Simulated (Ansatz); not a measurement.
Basis-set series for CH2F2NP (`FC(F)=NP`). The species carries charge 0 and has multiplicity 1. Geometry: relaxed with PBE0-D4/def2-TZVP. It is one conformer, not always the lowest.

```tsv
functional	basis	functions	energy (Eh)	HOMO (eV)	LUMO (eV)
PBE0-D4	def2-SVP	84	-634.32433	-7.49	-0.06
PBE0-D4	def2-TZVPP	194	-634.79648	-7.56	-0.31
ωB97M-V	def2-SVP	84	-634.64180	-9.60	2.21
ωB97M-V	def2-TZVPP	194	-635.12182	-9.70	1.75
```

Problem. Give the rows for def2-QZVPP. (Estimate.)

Solution. The calculation gave: 
```tsv
functional	basis	functions	energy (Eh)	HOMO (eV)	LUMO (eV)
PBE0-D4	def2-QZVPP	358	-634.82242	-7.58	-0.40
ωB97M-V	def2-QZVPP	358	-635.14618	-9.73	1.49
```

Positive LUMOs are unbound and depend on the basis.

Program: Ansatz 0.2.0.
